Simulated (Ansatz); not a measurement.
# SiNHO+ (quartet): the correlation ladder, cc-pVTZ

One table from this session's results is given with a row withheld; the runs are named, their logs left out.

Method: cc-pVTZ, core rule «outside noble gas», up to 7 orbitals frozen; program: Ansatz 0.2.0, Gaussian basis.

Plan: UHF; CCSD(T) on ROHF; CCSD(T) on UHF; BCCD(T) on ROHF; CCSDT(Q) on ROHF; CCSDT(Q) on UHF.

6 further runs of the same task are left out: 6 set aside as unsound or not needed. Runs told in other sessions of the task aren't counted.

## The geometry

The geometry is a PBE0/def2-TZVP stationary point (not a proven minimum) of the parent state, kept for this charge and spin.

4 atoms, charge 1, spin multiplicity 4.

Atoms are counted from 1 here; the program's logs count them from 0.

Bond lengths: O1–N2 1.191 Å, N2–Si3 1.782 Å, Si3–H4 1.519 Å. Angles: O1–N2–Si3 136.4°, N2–Si3–H4 90.8°.

Set-up of the first run:

Contents of in.yaml:

```yaml
crystal:
  periodic: [false, false, false]
  atoms:
    - {symbol: O, position_ang: [0.000000, -0.144299, 1.624079]}
    - {symbol: N, position_ang: [0.000000, 0.380867, 0.555568]}
    - {symbol: Si, position_ang: [0.000000, -0.153981, -1.144069]}
    - {symbol: H, position_ang: [0.000000, 1.288393, -1.621334]}
basis:
  gaussian: {orbitals: cc-pVTZ}
total_charge: 1
magnetization: {spin_polarized: true, initial_magnetization: 3}
hamiltonian: {xc: hf}
output: {orbitals: {seedname: orbitals}}
```

Run with:

```bash
ansatz run in.yaml --threads 1 --pin off --events-out ev --progress --plain --max-ram 2560MiB --backend cpu
```

Steps of the session up to this table: UHF; CCSD(T) on ROHF; CCSD(T) on UHF; BCCD(T) on ROHF; CCSDT(Q) on ROHF; CCSDT(Q) on UHF.

One of the session's tables, all rows but one given; the rest of the session is left out.

```
   method  from RCCSDT(Q) (kcal/mol)
     ROHF                    +336.52
      UHF                    +324.51
     RMP2                     +24.97
     UMP2                          ?
    RCCSD                     +18.03
    UCCSD                     +17.29
 RCCSD(T)                      +1.95
 UCCSD(T)                      +2.04
  BCCD(T)                      +2.00
   RCCSDT                      +1.59
   UCCSDT                      +1.45
RCCSDT(Q)                          0
UCCSDT(Q)                      -0.17
```

Q: Estimate the row for UMP2 from the others.

**Answer.** from RCCSDT(Q) (kcal/mol): +29.25. In the column «from RCCSDT(Q) (kcal/mol)» it lies between RMP2 (+24.97) and UHF (+324.51).

To keep in mind: Restricted and unrestricted rows rest on different reference determinants; a gap between their highest levels can come from leftover correlation error, from unlike frozen cores or from another state.
